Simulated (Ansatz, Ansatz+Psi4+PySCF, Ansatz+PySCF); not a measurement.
```xyz
3

Si    0.0000    0.0000    0.1119
H     0.0000    1.3148   -0.6726
H     0.0000   -1.3148   -0.6726
```

Basis set: cc-pVTZ on H; cc-pV(T+d)Z on Si (spherical functions). Correlated methods keep 5 orbitals frozen. Charge 0, multiplicity 3.

Computed with Ansatz (development build ahead of 0.2.0); each method stands on the lowest determinant of its kind that the runs found.

**Question.** Give the atomization energy at this shape (free ground-state atoms in the same class of orbitals less the molecule, no zero-point energy) of triplet SiH₂ by UHF-CCSD(T), UHF-MP2.

**Answer.**

```
     method  atomization energy
UHF-CCSD(T)     129.06 kcal/mol
    UHF-MP2     125.90 kcal/mol
```

Caution: another spin multiplicity may lie lower.
